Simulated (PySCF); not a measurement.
Level of theory: PBE-D3(BJ)/def2-TZVP // PBE0-D3(BJ)/def2-TZVP run with PySCF. Isolated molecules, 0 K electronic values unless said otherwise. 

Reference species (SMILES): `[NH2]` (neutral, multiplicity 2).

The highest occupied spin orbital is -7.06 eV and the dipole moment is 1.91 D.

Changed species: `N#[C]` (radical fragment; the reference has radical fragment).

Question: What does the change do to the highest occupied spin orbital and dipole moment?

Answer: the highest occupied spin orbital falls by 2.36 eV, to -9.42 eV; the dipole moment decreases by 0.76 D, to 1.15 D.
